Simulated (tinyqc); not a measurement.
The integration grid: Kohn-Sham B3LYP on finer and finer grids in the sto-3g basis, for CH2, spin multiplicity 3. Computed by the program tinyqc with PySCF. 

Geometry (angstrom):

| atom | x | y | z |
|---|---|---|---|
| C | 0.0000 | 0.0000 | 0.0000 |
| H | 0.0000 | 1.0350 | 0.7190 |
| H | 0.0000 | -1.0350 | 0.7190 |

Self-consistent on each grid; the net force on the molecule should vanish.

Kohn-Sham energy on Becke grids (radial x angular points per atom):

| grid | points | residual of the electron count | E (hartree) | E - finest (mhartree) | largest net force without grid terms (hartree/bohr) |
|---|---|---|---|---|---|
| 10 x 14 | 416 | -2.44e-03 | -38.604302 | 13.616390 | 1.33e-02 |
| 15 x 26 | 1164 | 7.07e-03 | -38.621560 | -3.641466 | 1.11e-02 |
| 20 x 50 | 2992 | 1.17e-04 | -38.618277 | -0.358009 | 1.90e-03 |
| 30 x 86 | 7728 | 3.83e-04 | -38.618020 | -0.101158 | 4.84e-04 |
| 50 x 194 | 29080 | -9.12e-06 | -38.617914 | 0.004948 | 1.49e-06 |
| 75 x 302 | 67836 | -1.24e-06 | -38.617918 | 0.000444 | 7.60e-07 |
| 120 x 590 | 212172 | -1.83e-09 | -38.617919 | 0.000000 | 2.05e-08 |

The energy is within 0.1 mhartree of the finest grid first at 50 x 194. The error has both signs, since quadrature is not variational. The electron count and the net force are cheap signs of a poor grid.
